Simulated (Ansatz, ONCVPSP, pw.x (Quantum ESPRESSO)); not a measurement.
**pw.x on fcc C: one setting changed**

Potential: optimised norm-conserving Vanderbilt (ONCV), ONCVPSP 4.0.1.1 (patched build), PBEsol; core [He], reference 2s2 2p2; waves: 2s: rc 1.08 bohr, ncon 3, nbas 8, qcut 6.5 1/bohr, 2 projectors, debl 2.2 Ha; 2p: rc 2.34 bohr, ncon 3, nbas 8, qcut 5.5 1/bohr, 2 projectors, debl 3.9 Ha; d scattering state at 0.08 Ha: rc 1.78 bohr, ncon 5, nbas 8, qcut 5.3 1/bohr, 2 projectors, debl 0.3 Ha; local part: polynomial inside 1.02 bohr (lpopt 1, dvloc0 6 Ha); core correction: none.

The reference run (k-mesh 18³, cutoffs 90/360 Ry, Fermi–Dirac 0.01 Ry, mixing_beta 0.4, conv_thr 1e-9, no spin) gives -2.08 GPa at 7.154 Å³/atom, where all-electron LAPW gives -3.62 GPa. This run, with its own iteration cap, changes mixing_beta to 0.1.

```
&control
  calculation='scf', prefix='x', pseudo_dir='./', outdir='./tmp', tstress=.true., disk_io='none'
/
&system
  ibrav=0, nat=1, ntyp=1, ecutwfc=90, ecutrho=360, nbnd=9,
  occupations='smearing', smearing='fd', degauss=0.01
/
&electrons
  conv_thr=1e-09, mixing_beta=0.1, electron_maxstep=50
/
ATOMIC_SPECIES
C 1.0 C.UPF
CELL_PARAMETERS angstrom
  0.00000000 1.52934798 1.52934798
  1.52934798 0.00000000 1.52934798
  1.52934798 1.52934798 0.00000000
ATOMIC_POSITIONS crystal
C 0.0000 0.0000 0.0000
K_POINTS automatic
18 18 18 0 0 0
```

```bash
pw.x < C.scf.in > C.scf.out
```

Q: How does the run end?

A: It converges in 7 iterations; the free energy moves by +0.0 meV/atom and the pressure by +0.00 GPa. The result is that of the reference run.

```
Message from routine setup:
     using ibrav=0 with symmetry is DISCOURAGED, use correct ibrav instead
     lattice parameter (alat)  =       4.0871  a.u.
     unit-cell volume          =      48.2776 (a.u.)^3
     number of electrons       =         4.00
     number of Kohn-Sham states=            9
     kinetic-energy cutoff     =      90.0000  Ry
     charge density cutoff     =     360.0000  Ry
     scf convergence threshold =      1.0E-09
     Exchange-correlation= PBESOL
     number of k points=   195  Fermi-Dirac smearing, width (Ry)=  0.0100
     iteration #  1     ecut=    90.00 Ry     beta= 0.10
     total energy              =     -10.94643703 Ry
     estimated scf accuracy    <       0.00066063 Ry
     iteration #  2     ecut=    90.00 Ry     beta= 0.10
     total energy              =     -10.94634430 Ry
     estimated scf accuracy    <       0.00052284 Ry
     iteration #  3     ecut=    90.00 Ry     beta= 0.10
     total energy              =     -10.94636767 Ry
     estimated scf accuracy    <       0.00000536 Ry
     iteration #  4     ecut=    90.00 Ry     beta= 0.10
     total energy              =     -10.94636778 Ry
     estimated scf accuracy    <       0.00000052 Ry
     iteration #  5     ecut=    90.00 Ry     beta= 0.10
     total energy              =     -10.94636781 Ry
     estimated scf accuracy    <          1.5E-09 Ry
     iteration #  6     ecut=    90.00 Ry     beta= 0.10
     total energy              =     -10.94636781 Ry
     estimated scf accuracy    <          1.3E-09 Ry
     iteration #  7     ecut=    90.00 Ry     beta= 0.10
     the Fermi energy is    10.9370 ev
!    total energy              =     -10.94636781 Ry
     estimated scf accuracy    <          2.4E-13 Ry
     smearing contrib. (-TS)   =      -0.00170229 Ry
     The total energy is F=E-TS. E is the sum of the following terms:
     one-electron contribution =       4.59151482 Ry
     hartree contribution      =       0.31470245 Ry
     xc contribution           =      -3.15943751 Ry
     ewald contribution        =     -12.69144528 Ry
     convergence has been achieved in   7 iterations
          total   stress  (Ry/bohr**3)                   (kbar)     P=      -20.81
     Message from routine punch:
     Nothing written, as per user request (disk_io='none')
```

The run took about 21 s on one core of a shared host (Neoverse-N1, 64 threads, 124 GiB, load 50).
